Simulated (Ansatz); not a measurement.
**BCCl (singlet): from Hartree-Fock to the top rungs, cc-pVDZ**

One table from this session's results is given with a row withheld; the runs are named, their logs left out.

Program: Ansatz 0.2.0, Gaussian basis. Level of theory: cc-pVDZ, core rule «outside noble gas», up to 7 orbitals frozen. These are calculated values, not measurements.

To be run: UHF; CCSD(T) on RHF; CCSD(T) on UHF; BCCD(T) on RHF; CISD; CCSDT(Q) on RHF; CCSDT(Q) on UHF; CASSCF and MRCISD+Q, 12 electrons in 11 orbitals; CASSCF and NEVPT2, 12 electrons in 11 orbitals.

25 further runs of the same task are left out: 12 that didn't finish, 13 set aside as unsound or not needed.

### What is computed

The geometry is a PBE0/def2-TZVP stationary point (not a proven minimum) of the parent state, kept for this charge and spin.

3 atoms, charge 0, spin multiplicity 1.

Atoms are counted from 1 here; the program's logs count them from 0.

Bond lengths: C1–B2 1.456 Å, B2–Cl3 1.674 Å. Angles: C1–B2–Cl3 180.0°.

Coordinates:

```mol
CBCl
  3D, bonds by distance, orders not assigned

  3  2  0  0  0  0  0  0  0  0999 V2000
    0.0000    0.0000   -1.5286 C   0  0
    0.0000    0.0000   -0.0726 B   0  0
    0.0000    0.0000    1.6012 Cl  0  0
  1  2  8  0
  2  3  8  0
M  END
```

Set-up of the first run:

Contents of in.yaml:

```yaml
crystal:
  periodic: [false, false, false]
  atoms:
    - {symbol: C, position_ang: [0.000000, 0.000000, -1.528560]}
    - {symbol: B, position_ang: [0.000000, 0.000000, -0.072637]}
    - {symbol: Cl, position_ang: [0.000000, 0.000000, 1.601197]}
basis:
  gaussian: {orbitals: cc-pVDZ}
magnetization: {spin_polarized: true, initial_magnetization: 0}
hamiltonian: {xc: hf}
output: {orbitals: {seedname: orbitals}}
```

Started as:

```console
ansatz run in.yaml --threads 1 --pin off --events-out ev --progress --plain --max-ram 2393MiB
```

Among the steps run: UHF; CCSD(T) on RHF; CCSD(T) on UHF; BCCD(T) on RHF; CISD; CCSDT(Q) on RHF; CCSDT(Q) on UHF; CASSCF and MRCISD+Q, 12 electrons in 11 orbitals; CASSCF and NEVPT2, 12 electrons in 11 orbitals.

One table of the session follows, with a row left open; its other results are not shown here.

```
          method  from RCCSDT(Q) (kJ/mol)
             RHF                   +926.7
             UHF                   +821.5
            RMP2                   +154.6
            UMP2                        ?
            CISD                   +143.9
           RCCSD                    +47.9
           UCCSD                     -8.1
        RCCSD(T)                    +15.6
        UCCSD(T)                    -39.9
         BCCD(T)                    +15.4
          RCCSDT                     +7.5
          UCCSDT                    -62.6
       RCCSDT(Q)                        0
       UCCSDT(Q)                    -73.3
  CASSCF valence                   +619.7
  NEVPT2 valence                   +135.2
  MRCISD valence                    +66.1
MRCISD+Q valence                    +18.3
```

Estimate the missing values for UMP2.

**Answer.** from RCCSDT(Q) (kJ/mol): +89.1. In the column «from RCCSDT(Q) (kJ/mol)» it lies between MRCISD valence (+66.1) and NEVPT2 valence (+135.2).

The program flags UCCSD(T), UCCSDT(Q) as in doubt (see the logs), so those rows may rest on another solution; read them beside their warnings.

Limits of these values: The determinant is far from a pure spin state, so its energy mixes those of several spin states (harmless only where they are near-degenerate, as at dissociation). The program flags UCCSD(T), UCCSDT(Q) as in doubt, so those rows may rest on another solution; read them beside their warnings. Warnings: restricted reference is unstable; spin contamination. Restricted and unrestricted rows rest on different reference determinants; where their highest levels disagree by more than a few hundredths of an eV, they describe different states and don't form one ladder.
